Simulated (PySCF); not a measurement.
## Electronic absorption of C4H8N2

Compound: C₄H₈N₂.
SMILES: `[H]/N=C(/C=C)CN`

Level of theory: TDDFT wB97X-D/def2-SVPD, vertical, gas phase, core orbitals frozen in the response in PySCF 2.14.0, density-fitted response routines. One conformer (not necessarily the lowest) at the GFN2-xTB geometry, without solvent, vibrations or thermal averaging. Torsions of this conformer, `[H]/[N:4]=[C:3](/[CH:2]=[CH2:1])[CH2:5][NH2:6]`: C1–C2–C3–N4 -173°, C2–C3–C5–N6 171°, H–N6–C5–C3 -69°, H–N6–C5–C3 171°.

| state | λ (nm) | E (eV) | f | \|μ\| (D) | main configurations (H = HOMO, L = LUMO) |
| --- | --- | --- | --- | --- | --- |
| S1 | 260.7 | 4.75 | 0.0009 | 0.23 | H→L (88%) |
| S2 | 210.5 | 5.89 | 0.011 | 0.70 | H-1→L (82%), H-2→L (10%) |
| S3 | 194.1 | 6.39 | 0.475 | 4.43 | H-2→L (81%), H-1→L (12%) |
| S4 | 182.0 | 6.81 | 0.022 | 0.93 | H-1→L+1 (59%), H-2→L+1 (17%), H-1→L+2 (9%) |
| S5 | 166.2 | 7.46 | 0.0036 | 0.36 | H-4→L (65%), H-3→L (18%) |
| S6 | 162.9 | 7.61 | 0.034 | 1.08 | H→L+1 (66%) |
| S7 | 160.8 | 7.71 | 0.032 | 1.05 | H-2→L+1 (42%), H-2→L+2 (16%), H-1→L+1 (15%) |
| S8 | 155.3 | 7.98 | 0.025 | 0.91 | H-3→L (64%), H-4→L (12%), H-2→L+4 (10%) |

Triplets, Tamm–Dancoff:

```tsv
state	E (eV)	λ (nm)	main configurations (H = HOMO, L = LUMO)
T1	3.77	329.0	H-2→L (61%), H-1→L (29%)
T2	4.10	302.1	H→L (82%), H-2→L (8%)
T3	5.43	228.5	H-3→L (46%), H-1→L (17%), H-2→L+4 (14%)
```

The lowest singlet lies at 4.75 eV (261 nm, ultraviolet) and is very weak; its leading configuration is HOMO→LUMO (88%). The strongest level in the table is S3 at 6.39 eV (194 nm, f = 0.475). Löwdin shares by element: HOMO nitrogen 59% or more, carbon 19% or more, hydrogen 7% or more (atoms not listed hold the other 15%); LUMO carbon 60% or more, nitrogen 24% or more (atoms not listed hold the other 17%). The oscillator strengths of these states sum to 0.605; summed over the whole spectrum of an exact calculation they would give the number of electrons, 46 (Thomas–Reiche–Kuhn). Weighted by f, the mean energy of these states is 6.60 eV. Orbital energies (eV): HOMO-3 -11.58, HOMO-2 -9.47, HOMO-1 -9.36, HOMO -9.31, LUMO 0.68, LUMO+1 2.26, LUMO+2 2.74. No computed singlet lies in the visible range (380 to 750 nm); the lowest, at 261 nm, stands 1.49 eV above its violet end (3.26 eV). Singlets were solved by full linear response, triplets in the Tamm–Dancoff approximation.
